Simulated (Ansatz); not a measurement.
Results of r²SCAN-D4 (Ansatz, a program for electronic structure, PAW) for α-phase B.

Input file:

Ansatz 0.2 input:
```yaml
crystal:
  lattice:
    - [4.3935845969, -2.4421904409, -0.0023017777]
    - [4.3935845969, 2.4421904409, -0.0023017777]
    - [3.0381831302, 0.0, 4.0046633223]
  atoms:
    - { symbol: B, position: [0.0100012767, 0.6542400357, 0.0100012767] }
    - { symbol: B, position: [0.0100012767, 0.0100012767, 0.6542400357] }
    - { symbol: B, position: [0.6542400357, 0.0100012767, 0.0100012767] }
    - { symbol: B, position: [0.9899987233, 0.3457599643, 0.9899987233] }
    - { symbol: B, position: [0.9899987233, 0.9899987233, 0.3457599643] }
    - { symbol: B, position: [0.3457599643, 0.9899987233, 0.9899987233] }
    - { symbol: B, position: [0.220821045, 0.6312916348, 0.220821045] }
    - { symbol: B, position: [0.220821045, 0.220821045, 0.6312916348] }
    - { symbol: B, position: [0.6312916348, 0.220821045, 0.220821045] }
    - { symbol: B, position: [0.779178955, 0.3687083652, 0.779178955] }
    - { symbol: B, position: [0.779178955, 0.779178955, 0.3687083652] }
    - { symbol: B, position: [0.3687083652, 0.779178955, 0.779178955] }
basis:
  ecutwfc: 560
  ecutrho_ratio: 4
  xc_grid: 3
kpoints:
  mp_grid: { grid: [8, 8, 8] }
  band_path:
    path:
      - [0.0, 0.0, 0.0]
      - [-0.071429, -0.071429, -0.071429]
      - [-0.142857, -0.142857, -0.142857]
      - [-0.214286, -0.214286, -0.214286]
      - [-0.285714, -0.285714, -0.285714]
      - [-0.357143, -0.357143, -0.357143]
      - [-0.428571, -0.428571, -0.428571]
      - [-0.5, -0.5, -0.5]
      - [-0.5, -0.457202, -0.542798]
      - [-0.5, -0.414404, -0.585596]
      - [-0.5, -0.371605, -0.628395]
      - [-0.5, -0.328807, -0.671193]
      - [-0.5, -0.286009, -0.713991]
      - [-0.5, -0.243211, -0.756789]
      - [-0.243211, 0.243211, -0.5]
      - [-0.194569, 0.194569, -0.5]
      - [-0.145926, 0.145926, -0.5]
      - [-0.097284, 0.097284, -0.5]
      - [-0.048642, 0.048642, -0.5]
      - [0.0, 0.0, -0.5]
      - [0.0, 0.0, -0.428571]
      - [0.0, 0.0, -0.357143]
      - [0.0, 0.0, -0.285714]
      - [0.0, 0.0, -0.214286]
      - [0.0, 0.0, -0.142857]
      - [0.0, 0.0, -0.071429]
      - [0.0, 0.041289, -0.041289]
      - [0.0, 0.082579, -0.082579]
      - [0.0, 0.123868, -0.123868]
      - [0.0, 0.165158, -0.165158]
      - [0.0, 0.206447, -0.206447]
      - [0.0, 0.247737, -0.247737]
      - [0.0, 0.289026, -0.289026]
      - [0.0, 0.330316, -0.330316]
      - [0.0, 0.371605, -0.371605]
      - [-0.371605, 0.0, -0.628395]
      - [-0.435803, 0.0, -0.564197]
      - [-0.5, 0.0, -0.5]
      - [-0.4375, 0.0, -0.4375]
      - [-0.375, 0.0, -0.375]
      - [-0.3125, 0.0, -0.3125]
      - [-0.25, 0.0, -0.25]
      - [-0.1875, 0.0, -0.1875]
      - [-0.125, 0.0, -0.125]
      - [-0.0625, 0.0, -0.0625]
    npoints: 1
hamiltonian:
  xc: r2scan
  dispersion: d4
  pseudopotentials: { kind: paw }
scf:
  occupations: { method: fermi_dirac, width: 0.01 }
  convergence: { dr2_threshold: 0.0000000012 }
output:
  forces: true
  stress: true
  eigenvalues: true
  write_bands: true
```

Output (set-up and result lines):

```
Crystal: 12 atoms, lattice volume = 85.974 Å³
Basis set: ecut = 560 eV, 2609 PW (Γ), exchange–correlation on 120×120×120 points (27 copies of the dense FFT grid, shifted against one another)
Bands: 30, of which v1, the nominal top of the filled ones, is band 18 counted from 1 (17 counted from 0)
Symmetry: 12 space group operations
Space group: R-3m (ITA 166), of the structure as read, at distance tolerance 4.4e-5 Å
k-points: 65 of 512
Functional: x = r2scan, c = r2scan; τ floored in thin density (d = 2e-4 eV/Å³)
SCF iter   1: F=—  HF=-1879.420553 eV  |F-HF|=—  |Δ(HF+E_count)|=         —  Δρ=8.52e-3  dr2=4.91e-2  dr2_τ=1.71e0
SCF iter   2: F=—  HF=-1879.730263 eV  |F-HF|=—  |Δ(HF+E_count)|=   3.10e-1  Δρ=5.11e-3  dr2=1.16e-2  dr2_τ=3.18e-4
  ...
SCF iter   7: F=—  HF=-1879.733854 eV  |F-HF|=—  |Δ(HF+E_count)|=   1.40e-7  Δρ=5.21e-6  dr2=1.37e-8  dr2_τ=5.89e-10
SCF iter   8: F=-1879.733854 eV  HF=-1879.733854 eV  |F-HF|=4.34e-10  |Δ(HF+E_count)|=   8.86e-9  Δρ=9.85e-7  dr2=3.58e-10  dr2_τ=1.52e-11
SCF 1 converged in 8 iterations: F = -1879.733854 eV  dr2 = 3.58e-10
SCF converged after 8 iterations
Free energy (F): -1879.733854 eV
Internal energy: -1879.733854 eV  (E = F + TS)
E sigma→0 (E₀):  -1879.733854 eV
Fermi energy:    10.019323 eV
--- Forces (eV/Å), atoms counted from 1 ---
  atom   1  B     -0.00040223     0.00001737    -0.00014665
  atom   2  B     -0.00041188    -0.00000000    -0.00011814
  atom   3  B     -0.00040223    -0.00001737    -0.00014665
  atom   4  B      0.00040223    -0.00001737     0.00014665
  atom   5  B      0.00041188     0.00000000     0.00011814
  atom   6  B      0.00040223     0.00001737     0.00014665
  atom   7  B     -0.00004957     0.00096938    -0.00060759
  atom   8  B     -0.00058757    -0.00000000     0.00098289
  atom   9  B     -0.00004957    -0.00096938    -0.00060759
  atom  10  B      0.00004957    -0.00096938     0.00060759
  atom  11  B      0.00058757     0.00000000    -0.00098289
  atom  12  B      0.00004957     0.00096938     0.00060759
--- Stress (GPa, compression-positive) ---
        0.005792      -0.000000      -0.000714
       -0.000000       0.007904      -0.000000
       -0.000714      -0.000000       0.007662
  P = ⅓ Tr σ = 0.0071 GPa (0.071 kbar)
```

The PAW data were made under PBE.

The result took around 40 core-seconds (rough).
